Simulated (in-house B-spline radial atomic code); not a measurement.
Solving the quasi-particle equation for 5p of Xe

Configuration [Kr] 4d10 5s2 5p6, start HSE06. Computed with an all-electron radial atomic-structure program (B-spline basis): all electrons, scalar-relativistic (spin-free one-electron X2C), finite nucleus, each spin shell either full or empty, empty states to l = 9 with an (l + 1/2)⁻⁴ tail; G0W0 by contour deformation at full frequency.

Spin-orbit coupling, left out, splits p levels strongly here.

Spin-orbit coupling splits this shell strongly; the level is its average.

At the mean-field level ε = -9.099 eV the matrix elements are Σx = -18.741 eV, v_xc = -15.598 eV and Σc(ε) = -0.725 eV, and the slope of the correlation self-energy is dΣc/dω = -0.1017. The quasi-particle energy solves E = ε + Σx − v_xc + Σc(E).

(1) What does the linearised equation give?

(2) How does that compare with the full solution and with static screening?

## Answers

(1) Z = 1/(1 − dΣc/dω) = 1/1.1017 = 0.9077. The first-order shift is Σx − v_xc + Σc(ε) = -18.741 − (-15.598) + (-0.725) = -3.868 eV, so E ≈ ε + Z × shift = -9.099 + 0.9077 × (-3.868) = -12.610 eV.

(2) Solving the equation at full frequency dependence gives E = -12.563 eV, where Σc = -0.321 eV and the weight is 0.880; the linearised value is off by 47 meV. Leaving Z out would give -12.967 eV. Static COHSEX puts -2.728 eV in place of Σc and gives -14.970 eV, 2.41 eV deeper. The tabulated removal energy is 12.130 eV (NIST, measured); the run leaves out spin-orbit coupling, Breit and QED terms.
